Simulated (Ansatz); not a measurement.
# SiCl₂: vertical ionisation energy

The task here is to estimate one member of a computed series from the others.

The runs use Ansatz 0.2.0, Gaussian basis; unrestricted cation, the program's frozen cores in correlated methods.

The runs, in order: UKS PBE-D4/def2-TZVPP; UKS r2SCAN-D4/def2-TZVPP; UKS PBE0-D4/def2-TZVPP; UKS B3LYP-D4/def2-TZVPP; UKS wB97X-V/def2-TZVPP; UKS wB97M-V/def2-TZVPP; UKS B2PLYP/def2-TZVPP; UHF-CCSD(T)/def2-TZVPP; UHF-MP2/def2-QZVPP; extrapolation to the limit; then −ε(HOMO) from the neutral's earlier runs with LDA (SPW92), PBE-D4, revPBE-D4, BLYP-D4, r2SCAN-D4, B97M-V, PBE0-D4, B3LYP-D4, r2SCANh-D4, r2SCAN0-D4, HSE06-D4, BHLYP-D4, CAM-B3LYP-D4, LC-ωPBE, ωB97X-V, ωB97M-V.

### The geometry

An earlier PBE0-D4 in a triple-zeta def2 set relaxation fixed the geometry.

SMILES `Cl[Si]Cl`, 3 atoms, charge 0, spin multiplicity 1.

Atoms are counted from 1 here; the program's logs count them from 0.

Bond lengths: Cl1–Si2 2.077 Å, Si2–Cl3 2.077 Å. Angles: Cl1–Si2–Cl3 101.3°.

The first run:

File in.yaml:

```yaml
crystal:
  periodic: [false, false, false]
  atoms:
    - {symbol: Cl, position_ang: [0.293807, 1.603811, 0.338022]}
    - {symbol: Si, position_ang: [-0.770143, -0.010439, -0.422046]}
    - {symbol: Cl, position_ang: [0.476336, -1.593372, 0.084025]}
basis:
  gaussian: {orbitals: def2-TZVPP}
total_charge: 1
magnetization: {spin_polarized: true, initial_magnetization: 1}
hamiltonian: {xc: pbe, dispersion: d4}
```

Steps of the session up to this table: Cation, UKS PBE-D4/def2-TZVPP; Cation, UKS r2SCAN-D4/def2-TZVPP; Cation, UKS PBE0-D4/def2-TZVPP; Cation, UKS B3LYP-D4/def2-TZVPP; Cation, UKS wB97X-V/def2-TZVPP; Cation, UKS wB97M-V/def2-TZVPP; Cation, UKS B2PLYP (frozen core)/def2-TZVPP; Cation, UHF-CCSD(T)/def2-TZVPP; Cation, UHF-MP2/def2-QZVPP.

One table of the session follows, with a row left open; its other results are not shown here.

Orbital estimates, from the neutral's runs:

```
  functional  −ε(HOMO) (eV)
 LDA (SPW92)           6.76
      PBE-D4           6.64
   revPBE-D4           6.59
     BLYP-D4           6.50
   r2SCAN-D4           6.86
      B97M-V           6.94
     PBE0-D4              ?
    B3LYP-D4           7.55
  r2SCANh-D4           7.27
  r2SCAN0-D4           7.88
    HSE06-D4           7.35
    BHLYP-D4           8.73
CAM-B3LYP-D4           9.01
     LC-ωPBE          10.29
     ωB97X-V           9.96
     ωB97M-V           9.79
```

Q: Estimate the row for PBE0-D4 from the others.

As computed: −ε(HOMO) (eV): 7.74. In the column «−ε(HOMO) (eV)» it lies between B3LYP-D4 (7.55) and r2SCAN0-D4 (7.88).
